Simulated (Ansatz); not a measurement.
Sn₂SbS₂I₃ (Cmcm, No. 63; cell taken from a computed entry), treated with PBEsol+SOC (Ansatz, an electronic-structure program, PAW).

Run with plane-wave cutoff 520 eV, 8×8×2 k mesh (along the axes of the cell as run), Fermi–Dirac smearing 0.01 eV, PAW data made under PBE.

Cell (relaxed with PBEsol):

Sn2I3S2Sb is modelled in the orthorhombic space group Cmcm (No. 63), Pearson symbol oS32. Cell: a = 4.240 Å, b = 13.864 Å, c = 15.772 Å, α = 90.00°, β = 90.00°, γ = 90.00°. Sn on 8f has 3 S at 2.613–2.710 Å and 2 I at 3.400 Å (no clear gap to further neighbours). Sb on 4c is surrounded by 2 S at 2.778 Å and 2 I at 3.011 Å and 4 I at 3.374 Å. S on 8f is surrounded by 3 Sn at 2.613–2.710 Å and 1 Sb at 2.778 Å (tetrahedral). I1 on 8f sees 2 Sb at 3.374 Å and 2 Sn at 3.400 Å. I2 on 4c sees 2 Sb at 3.011 Å (bent). (Neighbours: up to the widest gap in distance over summed covalent radii, below 1.35, at either atom; cation-cation and far metal-metal contacts left out.)
(The calculation used a cell of 16 atoms; values per cell refer to that cell.)

Estimate the band gap, smallest direct gap on the k points sampled and direct gap at Γ that the calculation returns.


band gap: 0.47 eV
smallest direct gap on the k points sampled: 0.49 eV
direct gap at Γ: 1.05 eV

Note: cell and atoms aren't relaxed at this level.

Computed values are for the static lattice.
